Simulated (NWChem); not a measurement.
# butadiene (C4H6)

```
C
C 1 1.3431
H 2 1.0928 1 121.65
H 2 1.0950 3 117.01 1 180.00
H 1 1.0972 2 119.26 3 0.00
C 1 1.4588 5 116.27 2 180.00
C 6 1.3431 1 124.48 5 0.00
H 7 1.0928 6 121.65 1 180.00
H 7 1.0950 8 117.01 6 180.00
H 6 1.0972 7 119.26 8 0.00
```
Charge 0, spin multiplicity 1.

Program: NWChem. All single points use one geometry, from B3LYP/def2-SVP, a minimum by its harmonic frequencies. It is one conformer; others weren't searched.

The stability of the SCF solutions was not checked.

Worked example. At PBE/def2-TZVP the molecule has a total energy of -155.82921 Ha and the free atoms (multiplicities C 3, H 2) H -0.49962, C -37.79597 Ha. The electronic atomisation energy is the atoms' sum less the molecule's energy.

4·(-37.79597) + 6·(-0.49962) = -154.18160 Ha for the atoms; less the molecule's energy this leaves 1.64761 Ha, or 1033.9 kcal/mol (4326 kJ/mol), without zero-point, thermal or spin-orbit terms.
